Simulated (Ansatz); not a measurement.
We consider rhombohedral A7 As, described by PBEsol-D3(BJ) (plane waves, PAW; Ansatz, a first-principles code).

Settings: plane-wave cutoff 520 eV, 18×18×18 k mesh, Fermi–Dirac smearing 0.05 eV, scalar-relativistic PAW data made under PBE.

A third-order Birch–Murnaghan fit to the energies gives V0 = 19.750 Å³/atom, B0 = 63.0 GPa, B′ = 5.7.

```
V (Å³/atom)  P (GPa)
-----------  -------
18.961           ___
19.356           ___
19.751        -0.003
20.146           ___
20.541           ___
```

**Question.** Estimate the withheld pressures from this fit; the answers are the runs' own values.

**Answer.** 
- 18.961, P (GPa): 2.872
- 19.356, P (GPa): 1.344
- 20.146, P (GPa): -1.186
- 20.541, P (GPa): -2.207

The formula P = (3/2) B0 (x^(7/3) − x^(5/3)) [1 + (3/4)(B′ − 4)(x^(2/3) − 1)] with x = V0/V meets the computed pressures within 0.02 GPa when these rounded values are put in.

Shape and atoms are relaxed at each volume.

Measured, for comparison: bulk modulus 40.8 GPa (copied from a table, unchecked, extrapolated to 0 K and zero-point effects removed; as tabulated in Lejaeghere et al. (2013), arXiv:1204.2733). Computed (rounded) less measured: bulk modulus not scored (unchecked).

Note: the bulk modulus comes from volumes at which shape and atoms were relaxed.

The computed numbers hold no vibrational or temperature effects.

Cost on a shared machine: very roughly 5 core-minutes.
